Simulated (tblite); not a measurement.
Start geometry of `N[CH]CCF` [radical] from a force field or distance geometry (Å):
```
atom  x, y, z in Å
N1     1.8776    0.4071   -0.2711
C2     0.8779   -0.6184   -0.3002
C3    -0.3122   -0.4116    0.5834
C4    -1.4608    0.3230   -0.1190
F5    -1.8114   -0.4761   -1.1730
H6     1.6215    1.2701    0.2322
H7     2.8385    0.0768   -0.1084
H8     0.6264   -0.9355   -1.3221
H9    -0.0813    0.0969    1.5376
H10   -0.7312   -1.4192    0.8221
H11   -2.3464    0.4197    0.5766
H12   -1.0975    1.2665   -0.4841
```

Task: What comes out of this run: GFN2-xTB geometry optimisation, gas phase in tblite 0.8.0?

Result: 
```
atom  x, y, z in Å
N1     1.7652    0.5233   -0.2376
C2     0.8968   -0.5719   -0.1971
C3    -0.3550   -0.4431    0.5895
C4    -1.4660    0.3256   -0.1515
F5    -1.9277   -0.4102   -1.2150
H6     1.8650    0.9983    0.6502
H7     2.6555    0.3269   -0.6716
H8     0.8900   -1.1821   -1.0835
H9    -0.1618    0.0934    1.5223
H10   -0.7430   -1.4360    0.8286
H11   -2.3293    0.5068    0.4985
H12   -1.0886    1.2683   -0.5589
```

The energy falls by 44.3 kJ/mol over 49 L-BFGS steps, the largest force on an atom goes from 1.65 to 0.008 eV/Å, and the atoms move by 0.289 Å rms after alignment. Among the bonds, N1–C2 and C4–H11 change most and about equally (-0.035 to -0.034 Å). Bonds longer at the end by more than 0.005 Å: 2 of 11; shorter: 8. Among the angles that change most is C3–C4–F5, from 105.4° to 110.3°. Among the dihedrals that turn most is H6–N1–C2–H8, from 125° to -171°. Rotational constants go from 11182, 2742, 2591 to 11018, 2671, 2551 MHz. The orientation of the end geometry is arbitrary; only internal coordinates are fixed.

On an Intel Xeon at 2.50 GHz with one thread, no GPU, shared host with 64 logical CPUs at a one-minute load of 62, this took 0.49 s wall.

Its GFN2-xTB frequencies are all real (lowest 66 cm⁻¹).

One conformer stands for the species.

These are computed values.
